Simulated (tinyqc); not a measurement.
CISD on RHF in the sto-6g basis, frozen core, for OH-, spin multiplicity 1, step by step. The basis has no diffuse functions, so it cannot describe the extra electron: this is an exercise in the method, not the real anion. One step of it, computed by the program tinyqc.

Question. Orthogonalisation. S = U s U^T; symmetric (Loewdin) form X = U s^(-1/2) U^T, so that X^T S X = 1.

overlap S, lower triangle:
```
,1O 1s,1O 2s,1O 2px,1O 2py,1O 2pz,2H 1s
1O 1s,1.000000
1O 2s,0.231145,1.000000
1O 2px,0.000000,0.000000,1.000000
1O 2py,0.000000,0.000000,0.000000,1.000000
1O 2pz,0.000000,0.000000,0.000000,0.000000,1.000000
2H 1s,0.021165,0.250834,0.000000,0.000000,0.238507,1.000000
```

Give: eigenvalues of S; X.

Answer.

eigenvalues of S: 0.6172  0.8498  1.0000  1.0000  1.1318  1.4011

X, lower triangle:
```
,1O 1s,1O 2s,1O 2px,1O 2py,1O 2pz,2H 1s
1O 1s,1.0212
1O 2s,-0.1227,1.0480
1O 2px,0.0000,0.0000,1.0000
1O 2py,0.0000,0.0000,0.0000,1.0000
1O 2pz,-0.0028,0.0252,0.0000,0.0000,1.0234
2H 1s,0.0130,-0.1386,0.0000,0.0000,-0.1292,1.0497
```
